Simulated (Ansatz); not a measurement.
Ligand exchange: BH(CH3)F + SiH3(SH) → BH(CH3)(SH) + SiH3F

Species: BH(CH3)F, singlet; SiH3(SH) (sulfanylsilane), singlet; BH(CH3)(SH), singlet; SiH3F `F[SiH3]`, singlet. The partners trade F for SH: B–F and Si–SH bonds give way to B–SH and Si–F.

Shapes, held fixed at every level: PBE0-D4/def2-TZVP. Flexible molecules stand in one conformer, not always the lowest. Programs: Ansatz 0.2.0. The zero-point and thermal change to 298 K, harmonic and unscaled (PBE0-D4/def2-TZVP), is +1.6 kJ/mol.

Problem. Estimate ΔH(298 K) of this reaction.

Solution. The highest level, CCSD(T)/CBS estimate, gives ΔH(298 K) = -19.4 kJ/mol; the levels span -19.4 to -6.0. The column of differences is taken from that level and isn't an error. No measured value is set beside it here. The CBS estimate extrapolates MP2 from def2-TZVPP and def2-QZVPP and adds CCSD(T) − MP2 in the triple-zeta set, cores frozen. Times are processor times on shared x86 and Arm servers, and rough.

```csv
level,kind,ΔH(298 K) (kJ/mol),less CCSD(T)/CBS estimate,CPU time (sum over the molecules)
HF/def2-TZVPP,Hartree–Fock,-14.0,+5.4,–
PBE-D4/def2-TZVPP,GGA,-12.3,+7.1,14 s
B3LYP-D4/def2-TZVPP,global hybrid,-15.9,+3.5,16 s
BHLYP-D4/def2-TZVPP,global hybrid,-15.8,+3.6,12 s
wB97X-V/def2-TZVPP,range-separated hybrid,-14.4,+5.0,34 s
CCSD(T)/def2-SVP,coupled cluster or CI,-6.0,+13.4,6.3 s
CCSD/def2-TZVPP,coupled cluster or CI,-17.6,+1.8,–
CCSD(T)/CBS estimate,coupled cluster or CI,-19.4,0.0,3 min
```
